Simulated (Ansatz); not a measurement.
For HfO2 (P2₁/c, No. 14), PBE-D3(BJ) (PAW; Ansatz, a program for electronic structure) gives:

* **volume per atom**: 11.63 Å³/atom
* **enthalpy of formation**: -3.528 eV/atom

### Question
What does r²SCAN-D4 in Ansatz (plane waves, PAW) give for the same quantities?

### Answer

- equilibrium volume per atom: 11.47 Å³/atom (falls by 1.4 %)
- formation enthalpy: -3.853 eV/atom (moves by -0.325 eV/atom)

Changes are worked out from the printed values.

Unless a cell is named, each level is at its own relaxed cell (PBE-D3(BJ) 11.63, r²SCAN-D4 11.47 Å³/atom).

Levels without +SOC leave out spin–orbit coupling, which shifts energies and cells of such heavy elements.

Caveats: the relaxation could not lower the start's symmetry, so the cell can be a saddle point above a distorted one (PBE-D3(BJ), r²SCAN-D4). Ansatz's density-functional and Hartree–Fock values are scalar-relativistic unless marked +SOC, with PAW data made under PBE.
